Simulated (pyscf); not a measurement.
A first-order saddle from PySCF, ωB97X-D3(BJ)/def2-SVP:

```xyz
12

C     -0.5977    -0.2316     0.4920
C      0.2293     0.8022    -0.2671
C     -0.8023     0.0282    -0.9982
H     -1.8772    -0.0335     1.0107
H     -0.0825    -1.1633     0.7521
H      0.0381     1.8598    -0.0553
H      1.2822     0.5619    -0.4431
H     -1.7222     0.5397    -1.3015
H     -0.4744    -0.7551    -1.6883
O     -2.3571     0.7625     1.9066
H     -1.1465     0.5203     1.5323
H     -2.5409     0.2500     2.7082
```
Charge 0, spin multiplicity 1.

Surface: singlet, charge 0. Lowest wavenumbers (cm⁻¹): 2701i, 132, 171, 315, 455.

Question: What reaction is this the transition state of?

Answer: cyclopropane (SMILES C1CC1) + water (H₂O) ⇌ cyclopropane (SMILES C1CC1) + water (H₂O), a four-centre exchange read from left to right: C–H, H–O broken and C–H, H–O formed. At CCSD(T)/def2-TZVPP + ΔMP2(QZVPP) it lies +3.29 eV from the left side and +3.29 eV from the right (each side as separated species at their lowest minima found). cyclopropane lies 0.28 eV over its isomer H₂C=CH–CH₃, and others may lie lower still (electronic energy, ωB97M-D3(BJ)). One saddle was located; it need not be the lowest between these sides. The CCSD(T) − MP2 part came from Ansatz, without density fitting, on the same reference.
